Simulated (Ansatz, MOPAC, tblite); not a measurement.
## CClF3 (SMILES FC(F)(F)Cl): the zero-point energy at each level's own minimum, rung by rung

CClF3, singlet, SMILES `FC(F)(F)Cl`. Each level relaxes the structure for itself.

Quantity: the zero-point energy at each level's own minimum, in kJ/mol. The values are calculated.

| level | kind | program | value (kJ/mol) |
| --- | --- | --- | --- |
| AM1 | semi-empirical | MOPAC | 42.0 |
| MNDO | semi-empirical | MOPAC | 46.5 |
| GFN1-xTB | semi-empirical | tblite | 36.4 |
| GFN2-xTB | semi-empirical | tblite | 35.1 |
| HF/STO-3G | Hartree–Fock | Ansatz | 43.5 |
| HF/3-21G | Hartree–Fock | Ansatz | 42.6 |
| HF/6-31G* (Cartesian functions) | Hartree–Fock | Ansatz | 44.6 |
| PBE/def2-SVP | GGA | Ansatz | 38.7 |
| PBE0-D4/def2-TZVP | global hybrid | Ansatz | 40.0 |
| B3LYP/6-31G* (Cartesian functions) | global hybrid | Ansatz | 39.7 |

Harmonic and unscaled. The values span 35.1 to 46.5 kJ/mol.
